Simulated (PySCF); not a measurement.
**Computed data sheet: `CP(C)(C)=S`**

C3H9PS.
Bonds: C1–P2, P2–C3, P2–C4, P2–S5 (double). Hydrogens: H6, H7, H8 on C1; H9, H10, H11 on C3; H12, H13, H14 on C4.

From PBE0-D3(BJ)/def2-SVP geometry optimisation, gas phase (PySCF):

```yaml
Point_group: C3v
Rotational_constants_A_B_C: 3.571, 2.335, 2.334 GHz
```

CAM-B3LYP/def2-SVPD ground state and vertical TDDFT (core frozen in the response) (PySCF):

```yaml
Dipole_moment: 5.16 D
HOMO_energy: -7.56 eV
LUMO_energy: 0.86 eV
HOMO–LUMO_gap: 8.42 eV
Lowest_singlet_excitation: 5.94 eV (209 nm, f = 0.140 summed over 2 states within 0.01 eV)
Strongest_line_among_the_6_lowest_singlet_transitions: S1/S2 at 5.94 eV (209 nm, f = 0.140 summed over these states)
Static_isotropic_polarisability: 85.1 au
Electronic_spatial_extent_⟨r²⟩_about_the_centre_of_nuclear_charge: 722 bohr²
```

Monoisotopic mass (most abundant isotopes): 108.0163 u.

The rotational constants are those of a prolate symmetric top; the small spread among constants that symmetry makes equal is optimisation noise. With B = h/(8π²I), that is 505.379 GHz u Å² over I, the principal moments of inertia are 141.5, 216.5 and 216.5 u Å² (most abundant isotopes); the inertial defect Ic − Ia − Ib is -141.5 u Å² (zero for a rigid planar frame, negative otherwise). In atomic units the dipole is 2.03 e·bohr (1 au = 2.5417 D). The principal polarisabilities are 80.1, 80.1 and 95.2 au; their mean is the isotropic value. No computed singlet falls in the visible range (750 to 380 nm, 1.65 to 3.26 eV); S1 lies 2.68 eV above its blue end. The 6 singlets span 5.94 to 6.70 eV, and their oscillator strengths add up to 0.15. S1 lies 2.48 eV below the HOMO–LUMO gap.

